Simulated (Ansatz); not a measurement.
# GaH2Cl: geometry, orbitals and charge

What does GaH2Cl look like as a singlet, and where do its frontier electrons sit?

Method: RKS PBE0-D4/def2-TZVP; program: Ansatz 0.2.0, Gaussian basis.

Plan: relaxation at PBE-D4/def2-TZVP; a single point at PBE0-D4/def2-TZVP.

## 1. Where the work starts

4 atoms, charge 0, spin multiplicity 1.

Atoms are counted from 1 here; the program's logs count them from 0.

Bond lengths: Ga1–H2 1.564 Å, Ga1–H3 1.564 Å, Ga1–Cl4 2.069 Å. Angles: H2–Ga1–H3 117.7°, H2–Ga1–Cl4 121.1°, H3–Ga1–Cl4 121.1°.

The start is a GFN2-xTB geometry.

## 2. Optimising with PBE-D4/def2-TZVP

Input file in.yaml:

```yaml
crystal:
  periodic: [false, false, false]
  atoms:
    - {symbol: Ga, position_ang: [0.057870, 0.096670, -0.000620]}
    - {symbol: H, position_ang: [1.622030, 0.103190, 0.012100]}
    - {symbol: H, position_ang: [-0.675260, 1.478330, -0.019590]}
    - {symbol: Cl, position_ang: [-1.004640, -1.678190, 0.008110]}
basis:
  gaussian: {orbitals: def2-TZVP}
hamiltonian: {xc: pbe, dispersion: d4}
scf: {omitted_lower_state_checks: [starts]}
output: {orbitals: {seedname: orbitals}}
relax: {f_tol: 0.02, max_steps: 100}
```

Started as:

```
> ansatz run in.yaml --threads 4 --pin off --events-out ev --progress --plain --max-ram 3916MiB
```

Further steps of the session: Single point, PBE0-D4/def2-TZVP.

Before running them: what should the planned runs give, taken together? Wanted: point group; Cl–Ga bond; HOMO, LUMO at PBE0-D4/def2-TZVP; dipole at PBE-D4/def2-TZVP.

**Answer**, as computed:

| quantity | value |
| --- | --- |
| point group | C2v |
| Cl–Ga bond | 2.165 Å |
| HOMO, LUMO at PBE0-D4/def2-TZVP | -8.45, -1.85 eV |
| dipole at PBE-D4/def2-TZVP | 1.88 D |

**Reading.** The molecule keeps its bonding pattern by the stored test; the atoms moved 0.08 Å (rms), and the angle H2–Ga1–H3 went from 118° to 130°. No usable vibrations, so a minimum isn't proven. The HOMO lies nearest to Cl4 62 %; H2, H3 about 17 % each and the LUMO to Ga1 55 %; H2, H3 about 18 % each.
